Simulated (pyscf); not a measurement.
`[OH2]` + `[F][Si]([Cl])([Cl])[Cl]` → `[OH][Si]([Cl])([Cl])[Cl]` + `[FH]` (four-centre exchange; singlet surface; H–O, F–Si broken, O–Si, F–H formed). Structures and frequencies: ωB97X-D3(BJ)/def2-SVP in PySCF. Energies in kJ/mol from the separated reactants.

```csv
level,barrier,reaction energy
PBE/def2-TZVP,102.0,+35.3
r²SCAN/def2-TZVP,104.3,+35.2
B3LYP-D3(BJ)/def2-TZVP,115.9,+32.9
PBE0-D3(BJ)/def2-TZVP,…,…
M06-2X/def2-TZVP,…,+29.5
HF/def2-TZVP,189.2,+34.6
```

Q: Fill in the missing entries.

A: 
- PBE0-D3(BJ)/def2-TZVP, barrier: 104.2
- PBE0-D3(BJ)/def2-TZVP, reaction energy: +30.1
- M06-2X/def2-TZVP, barrier: 107.3

The functionals in the table span 13.8 kJ/mol in this barrier, from PBE to B3LYP-D3(BJ). On the product side the descent ends in a complex, 21.0 kJ/mol under the separated species and 101.7 kJ/mol under the saddle at ωB97X-D3(BJ)/def2-TZVP. One saddle was located; it need not be the lowest between these sides.
